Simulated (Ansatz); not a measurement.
## How the volume per atom of Cu (model structure, started from the beta-Sn type, I4₁/amd, No. 141, 2 atoms in the cell) moves with the method

No measured value is used here.

| level (code) | value (Å³/atom) |
|---|---|
| PBE (Ansatz) | 13.19 |
| PBEsol (Ansatz) | 12.45 |
| PBE-D3(BJ) (Ansatz) | 12.48 |
| r²SCAN (Ansatz) | 12.59 |

Ansatz's density-functional and Hartree–Fock values are scalar-relativistic unless marked +SOC, with PAW data made under PBE.

A model structure was made by putting elements into a prototype or built by hand; it is no filed structure, need not be a known phase, and can be a saddle point held by its symmetry.

Ansatz is an electronic-structure program.
